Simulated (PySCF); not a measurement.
# C4H7O2 (2-methylpropanoate): the cost of one run

The runs use PySCF 2.14.0, with density-fitted response routines of our own; the level of theory stands in each step. All values are computed, except where a source is named. Atoms are numbered from 0 throughout.

## 1. Starting geometry

13 atoms, charge -1, multiplicity 1; geometry from: GFN2-xTB. The atoms were then displaced at random by about 0.03 Å, so the start is not that level's minimum.

Bonds of the start (Å): C0–C1 1.55, C1–C2 1.48, C1–C3 1.56, C3–O4 1.34, C3–O5 1.20, C0–H6 1.02, C0–H7 1.11, C0–H8 1.15, C1–H9 1.06, C2–H10 1.11, C2–H11 1.12, C2–H12 1.09.

## 2. Relaxing the molecule at PBE0-D3(BJ)/def2-SVP

What the job is given:

```
{"job": {"xc": "PBE0", "basis": "def2-SVP", "d3": "d3bj", "grid": 1, "shake": 0.03, "kind": "geom"}, "charge": -1, "multiplicity": 1}
C     -0.639430    -1.304240     0.153040
C     -0.018580    -0.004420    -0.410420
C      1.303940     0.205710     0.211450
C     -0.791330     1.337360    -0.229800
O     -2.076690     1.135620     0.086330
O     -0.310640     2.404870    -0.473370
H     -0.126180    -2.148780    -0.109930
H     -1.660680    -1.270270    -0.283070
H     -0.792730    -1.144070     1.282420
H      0.125180    -0.108230    -1.459970
H      2.042260    -0.586950    -0.012930
H      1.780740     1.176310    -0.061900
H      1.185990     0.255950     1.294910
```

Launch:

```bash
$ OMP_NUM_THREADS=1 python probes_run.py task.json out
```

The driver reads the jobs from task.json and runs them one after another.

Q: Estimate the wall time and peak memory of this first job on 1 thread of Arm Neoverse V1, shared host.

About 60 s, with a peak of 0.48 GiB.
